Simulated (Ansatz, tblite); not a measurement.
**BH3: removing an electron**

An exercise on one series of results from a longer session: the logs are not shown, and one member is left open.

Program: Ansatz 0.2.0, Gaussian basis. Level of theory: as each input shows. These are calculated values, not measurements.

Levels to be run: charge +1 doublet, at the geometry of the singlet (PBE0-D4/def2-TZVP, PBE-D4/def2-TZVP, r2SCAN-D4/def2-TZVP, LDA/def2-TZVP, HSE06-D4/def2-TZVP, BLYP-D4/def2-TZVP, r2SCAN0-D4/def2-TZVP, ωB97M-V/def2-TZVP, CCSD(T)/def2-TZVPP); the starting singlet's energies come from earlier runs.

## The geometry

The singlet was relaxed beforehand with r2SCAN-D4/def2-TZVP.

4 atoms, charge 0, spin multiplicity 1.

Atoms are counted from 1 here; the program's logs count them from 0.

Bond lengths: B1–H2 1.192 Å, B1–H3 1.192 Å, B1–H4 1.192 Å. Angles: H2–B1–H3 120.0°, H2–B1–H4 120.0°, H3–B1–H4 120.0°.

Coordinates:

```mol
BH3
  3D, bonds by distance, orders not assigned

  4  3  0  0  0  0  0  0  0  0999 V2000
   -0.0000    0.0000    0.0000 B   0  0
    1.1916   -0.0312    0.0152 H   0  0
   -0.5687    1.0476   -0.0196 H   0  0
   -0.6230   -1.0164    0.0044 H   0  0
  1  2  8  0
  1  3  8  0
  1  4  8  0
M  END
```

The first run:

Input file in.yaml:

```yaml
crystal:
  periodic: [false, false, false]
  atoms:
    - {symbol: B, position_ang: [-0.000006, 0.000002, 0.000043]}
    - {symbol: H, position_ang: [1.191638, -0.031167, 0.015154]}
    - {symbol: H, position_ang: [-0.568680, 1.047589, -0.019586]}
    - {symbol: H, position_ang: [-0.622963, -1.016425, 0.004389]}
basis:
  gaussian: {orbitals: def2-TZVP}
total_charge: 1
magnetization: {spin_polarized: true, initial_magnetization: 1}
hamiltonian: {xc: pbe0, dispersion: d4}
output: {orbitals: {seedname: orbitals}}
```

The run is started by

```console
$ ansatz run in.yaml --threads 2 --pin off --events-out ev --progress --plain --max-ram 4352MiB
```

Among the steps run: Charge +1 doublet at the fixed geometry, PBE0-D4/def2-TZVP; Charge +1 doublet at the fixed geometry, PBE-D4/def2-TZVP; Charge +1 doublet at the fixed geometry, r2SCAN-D4/def2-TZVP; Charge +1 doublet at the fixed geometry, LDA/def2-TZVP; Charge +1 doublet at the fixed geometry, HSE06-D4/def2-TZVP; Charge +1 doublet at the fixed geometry, BLYP-D4/def2-TZVP; Charge +1 doublet at the fixed geometry, r2SCAN0-D4/def2-TZVP; Charge +1 doublet at the fixed geometry, ωB97M-V/def2-TZVP; Charge +1 doublet at the fixed geometry, CCSD(T)/def2-TZVPP.

One table of the session follows, with a row left open; its other results are not shown here.

It belongs to the step «Vertical ionisation energy». Beside −ε(HOMO) of the starting state:

| level | −ε(HOMO) (eV) | by difference (eV) | mismatch (eV) |
| --- | --- | --- | --- |
| LDA/def2-TZVP | 8.47 | 12.94 | -4.46 |
| PBE-D4/def2-TZVP | 8.47 | 12.90 | -4.42 |
| BLYP-D4/def2-TZVP | 8.43 | 12.86 | -4.43 |
| r2SCAN-D4/def2-TZVP | 8.82 | 12.95 | -4.13 |
| PBE0-D4/def2-TZVP | ? | ? | ? |
| r2SCAN0-D4/def2-TZVP | 10.15 | 13.04 | -2.90 |
| HSE06-D4/def2-TZVP | 9.51 | 13.03 | -3.52 |
| ωB97M-V/def2-TZVP | 12.31 | 13.20 | -0.88 |

Q: Estimate the row for PBE0-D4/def2-TZVP from the others.

The run gave: −ε(HOMO) (eV): 9.92; by difference (eV): 13.04; mismatch (eV): -3.12. In the column «−ε(HOMO) (eV)» it lies between HSE06-D4/def2-TZVP (9.51) and r2SCAN0-D4/def2-TZVP (10.15).
